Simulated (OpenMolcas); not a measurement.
**A ladder of methods for B2NH5 (SMILES BNB)**

B2NH5 has 8 atoms, charge 0, and is taken as a singlet. As SMILES, `BNB`. Geometry: relaxed at PBE0-D4/def2-TZVP.

```xyz
8

B    -0.8282    0.6549   -0.6933
N     0.2600    0.3777    0.1708
B     0.6952   -0.9109    0.5677
H    -1.4494   -0.2614   -1.1401
H    -1.0978    1.7912   -0.9541
H     0.7710    1.1695    0.5365
H     1.6316   -1.0142    1.3056
H     0.1097   -1.8641    0.1509
```

Each level gives the energy change with the B1–H5 bond stretched from 1.197 to 1.556 Å (eV). The values are calculated.

```
                          level             kind     program  value (eV)  CPU time (all runs)
    HF/aug-cc-pVDZ (restricted)     Hartree–Fock  OpenMolcas        0.93                 25 s
  BLYP/aug-cc-pVDZ (restricted)              GGA  OpenMolcas        0.79                 92 s
   PBE/aug-cc-pVDZ (restricted)              GGA  OpenMolcas        0.78                 98 s
r2SCAN/aug-cc-pVDZ (restricted)         meta-GGA  OpenMolcas        0.84              2.3 min
 B3LYP/aug-cc-pVDZ (restricted)    global hybrid  OpenMolcas        0.86                 93 s
 BHLYP/aug-cc-pVDZ (restricted)    global hybrid  OpenMolcas        0.93                 86 s
M06-2X/aug-cc-pVDZ (restricted)  hybrid meta-GGA  OpenMolcas        0.90                2 min
B2PLYP/aug-cc-pVDZ (restricted)    double hybrid  OpenMolcas        0.88                 77 s
```

The first shape isn't each level's own minimum. The values span 0.78 to 0.93 eV. Times are those of the runs behind each value, whatever else they computed, on shared processors of several kinds: orders of magnitude only.
